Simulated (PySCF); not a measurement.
Deuteron quadrupole couplings in `COCC[PH-]`

Species: C3H8OP (charge -1).
Z-matrix (Å and degrees, GFN2-xTB, dihedral held geometry), rows numbered from 1:
```
C 
O   1  1.3976
C   2  1.4218  1  113.89
C   3  1.5230  2  112.27  1  -120.00
P   4  1.8706  3  113.97  2    78.06
H   1  1.1026  2  111.61  3   -64.76
H   1  1.0957  2  111.25  3    57.02
H   1  1.0919  2  106.83  3   176.23
H   3  1.1070  2  106.73  1   119.64
H   3  1.0937  2  110.54  1     2.07
H   4  1.0927  3  109.43  2   -46.14
H   4  1.0950  3  108.43  2  -164.11
H   5  1.3583  4   93.18  3   -68.00
```

Level: PBE0/pcSseg-1 (PySCF, non-relativistic); Q(2H) = 0.00286 b; rigid geometry, the same for H and D, with no vibrational averaging.

Problem. Rank these positions by the coupling χzz of a deuteron there, largest first.
A. H10 (methylene hydrogen)
B. H13 (P–H hydrogen)
C. H7 (methyl hydrogen)
D. H11 (methylene hydrogen)
E. H8 (methyl hydrogen)

Solution. D (213 kHz), E (207 kHz), A (196 kHz), C (191 kHz), B (179 kHz).

Problem. Give the electric field gradient Vzz (the principal value of largest size), its asymmetry and the 2H coupling at each hydrogen.

Solution. 
| atom | bonded to | bond length (Å) | Vzz (au) | η | χzz (kHz) |
| --- | --- | --- | --- | --- | --- |
| H6 | C1 | 1.103 | 0.2875 | 0.07 | 193 |
| H7 | C1 | 1.096 | 0.2836 | 0.05 | 191 |
| H8 | C1 | 1.092 | 0.3079 | 0.06 | 207 |
| H9 | C3 | 1.107 | 0.2819 | 0.06 | 189 |
| H10 | C3 | 1.094 | 0.2923 | 0.13 | 196 |
| H11 | C4 | 1.093 | 0.3174 | 0.04 | 213 |
| H12 | C4 | 1.095 | 0.3124 | 0.04 | 210 |
| H13 | P5 | 1.358 | 0.2669 | 0.17 | 179 |

Problem. Average by the element that carries the hydrogen.

Solution. on C: 200 kHz over 7 positions, mean bond length 1.097 Å; on P: 179 kHz over 1 position, mean bond length 1.358 Å.

Problem. How does χzz go with the bond length over the 7 C–H bonds?

Solution. A straight-line fit has a slope of -12.0 kHz for each 0.01 Å, with a correlation coefficient of -0.69, over lengths from 1.092 to 1.107 Å.

Problem. A static deuteron (I = 1) shows a doublet split by (3/2)χ, (3/4)χ(1 + η) and (3/4)χ(1 − η) with the field along z, y and x of the gradient. What are these for H13?

Solution. With |χ| = 179.3 kHz and η = 0.166: 269, 157 and 112 kHz, to first order and without motion.

The geometry is a constrained GFN2-xTB structure with the dihedral C4–C3–O2–C1 held at 240°, isolated molecule; it need not be a minimum. The pcSseg-1 basis has no diffuse functions, a weakness for an anion. The HOMO energy is positive at this level (+1.35 eV), so the outermost electrons may be held by the finite basis alone. GFN2-xTB bond lengths can be off by several hundredths of an ångström, more for odd bonds, and the gradients follow them. With so small a basis the couplings can be 20 % off.
